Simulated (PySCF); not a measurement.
# Calculated NMR data

PySCF 2.14 calculation with structure optimised with GFN2-xTB, J: B3LYP/pcJ-1 and shieldings: GIAO PBE0/pcSseg-1; isolated molecule, fast rotation and ring inversion assumed for equivalent nuclei, single conformer, non-relativistic Hamiltonian.

References, each an isolated molecule treated in the same way: ¹H, ¹³C vs TMS. Multiplet labels drop J under 1 Hz and among equivalent protons, and merge close values. Unscaled 3J(H,H) run several per cent high. Where no couplings were computed, multiplicities follow the n + 1 count of equivalent neighbours, and m marks all less simple cases (inequivalent or close neighbours, rings, F or P nearby). Shifts are as computed. Against solution values, carbons near 30 ppm lie about +3 ppm off and those near 130 ppm about +5 ppm. Of 1211 compounds with measured shifts, 218 miss one by over three times the rms of a fit or turn the order of signals round; such compounds aren't used in these exercises.

Compound 1 (CO2). ¹³C{¹H} NMR (computed): δ 130.3 (C). Structure: `O=C=O`.

Compound 2 (C8H10O2Si). ¹H NMR (500 MHz, computed): δ 7.74 (s, 1H), 7.66 (m, 1H), 7.64 (m, 1H), 7.44 (d, 1H), 5.19 (s, 3H), 2.65 (s, 3H). ¹³C{¹H} NMR (computed): δ 200.7, 162.9, 142.4, 135.0, 130.7, 126.8, 119.4, 29.1. Structure: `CC(=O)c1cccc(O[SiH3])c1`.
